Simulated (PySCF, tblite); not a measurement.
**CH4O4, a gas-phase cluster of small molecules: NMR shifts, interaction energy, infrared bands, spin-spin couplings and electronic excitations**

Aim: the NMR shifts, interaction energy, infrared bands, spin-spin couplings and electronic excitations of 2 × `O` with `O=C=O`.

Computed with tblite 0.8.0 and PySCF 2.14.0; each step states its level. No surroundings beyond the atoms listed, unless a continuum is named. Atoms count from 0, parts from 1.

### Step 1. The system as given

9 atoms, charge 0, multiplicity 1; geometry: rigid parts in contact. Parts: 1 = atoms 0–2, `O`, charge 0; 2 = atoms 3–5, `O`, charge 0; 3 = atoms 6–8, `O=C=O`, charge 0.

### Step 2. Bringing the parts together with GFN2-xTB

What the job is given:

```
{"job": {"kind": "dock", "xc": "GFN2-xTB", "basis": "xTB"}, "charge": 0, "multiplicity": 1, "parts": [{"atoms": "0-2", "charge": 0, "multiplicity": 1}, {"atoms": "3-5", "charge": 0, "multiplicity": 1}, {"atoms": "6-8", "charge": 0, "multiplicity": 1}]}
O     -0.011318     0.375222     0.164721
H     -0.733345    -0.187048    -0.134440
H      0.788394    -0.083809    -0.099003
O     -0.725448    -2.336815    -0.288041
H     -1.381658    -3.026593    -0.179370
H      0.044279    -2.603090     0.223846
O      1.907377    -3.924739     0.269413
C      2.670940    -4.475332    -0.384021
O      3.430311    -5.024194    -1.035565
```

Method: GFN2-xTB search for minima from random contacts, gas phase.

Launch:

```bash
$ OMP_NUM_THREADS=1 python cluster_run.py task.json out
```

One launch serves the whole session: the jobs run in the order shown.

**Question.** The jobs that follow are: PBE0-D3(BJ)/def2-SVPD geometry optimisation, gas phase; GIAO PBE0/pcSseg-2 NMR shielding, non-relativistic, gas phase; wB97M-D3(BJ)/def2-TZVPD interaction energy, counterpoise and uncorrected, gas phase; PBE0-D3(BJ)/def2-TZVPD interaction energy, counterpoise and uncorrected, gas phase; PBE0-D3(BJ)/def2-SVPD harmonic vibrations by differences of gradients, gas phase; B3LYP/pcJ-1 indirect spin-spin coupling, non-relativistic, gas phase; TDDFT CAM-B3LYP/def2-SVPD, vertical, gas phase, core orbitals frozen in the response. Predict: binding energy (GFN2-xTB); point group; rotational constants (main isotopes); shieldings of C, H, O (PBE0/pcSseg-2); largest proton shift on binding; interaction energy, counterpoise (wB97M-D3(BJ)/def2-TZVPD); superposition error; binding energy (with deformation); strongest single infrared mode (PBE0-D3(BJ)/def2-SVPD); largest coupling of the table (B3LYP/pcJ-1); lowest singlet (CAM-B3LYP/def2-SVPD); brightest single state of those computed; lowest triplet.

**Answer**, as computed:

| quantity | value |
| --- | --- |
| binding energy (GFN2-xTB) | -9.55 kcal/mol |
| point group | C1 |
| rotational constants (main isotopes) | 6.41, 2.30, 1.71 GHz |
| shieldings of C, H, O (PBE0/pcSseg-2) | C7 51.5, H1 26.7, H5 29.1, H4 30.4, H2 30.8, O8 198.1, O6 213.7, O3 315.2 ppm and more |
| largest proton shift on binding | H1, +4.15 ppm |
| interaction energy, counterpoise (wB97M-D3(BJ)/def2-TZVPD) | -10.27 kcal/mol |
| superposition error | 0.18 kcal/mol |
| binding energy (with deformation) | -9.91 kcal/mol |
| strongest single infrared mode (PBE0-D3(BJ)/def2-SVPD) | 2502 cm⁻¹ |
| largest coupling of the table (B3LYP/pcJ-1) | 1J(O,H) O0–H1, -79.0 Hz |
| lowest singlet (CAM-B3LYP/def2-SVPD) | 7.66 eV (162 nm), f = 0.043 |
| brightest single state of those computed | state 2, 8.06 eV, f = 0.068 |
| lowest triplet | 7.28 eV |
| range of the interaction energy over the runs of this table | -10.46 to -10.27 kcal/mol |

**Reading.** At its xTB geometry the search ends with the contact H1···O3 (hydrogen bond, 1.84 Å); 6 starts can't prove it the lowest minimum. Further contacts there: H5···O6 (hydrogen bond, 2.19 Å). A later relaxation moves these distances. The start of the PBE0/def2-SVPD relaxation was shaken at random by about 0.01 Å, so part of the energy gained, and of the first lengths quoted, undoes that. Relaxing lowered the energy by 0.126 eV in 11 steps; the close pair that moved most is C7–O8, from 1.123 to 1.156 Å. At PBE0/pcSseg-2: Shielding is most anisotropic at C7 (span 351 ppm, paramagnetic term -212 ppm). On binding (GIAO PBE0/pcSseg-2 NMR shielding, non-relativistic, gas phase), H1 moves most among the protons, 4.15 ppm downfield. The attractive terms split as electrostatic 67 %, orbital 25 %, dispersion 8 %, against 16.01 kcal/mol of Pauli repulsion. No mode is imaginary at PBE0-D3(BJ)/def2-SVPD; the softest lies at 32 cm⁻¹. In the run at B3LYP/pcJ-1, the largest coupling of the table is O0–H1, -79.0 Hz, of which the Fermi-contact term gives -69.4 Hz. The lowest singlet, at 7.66 eV, is HOMO→LUMO 0.63, HOMO→LUMO+2 0.34 and is weak; of the 6 states computed, the strongest absorption comes from state 2 at 8.06 eV. The lowest triplet lies 0.38 eV below the lowest singlet (triplets in Tamm-Dancoff, singlets in full TDDFT). The interaction energy runs from -10.46 (PBE0-D3(BJ)/def2-TZVPD) to -10.27 kcal/mol (wB97M-D3(BJ)/def2-TZVPD).
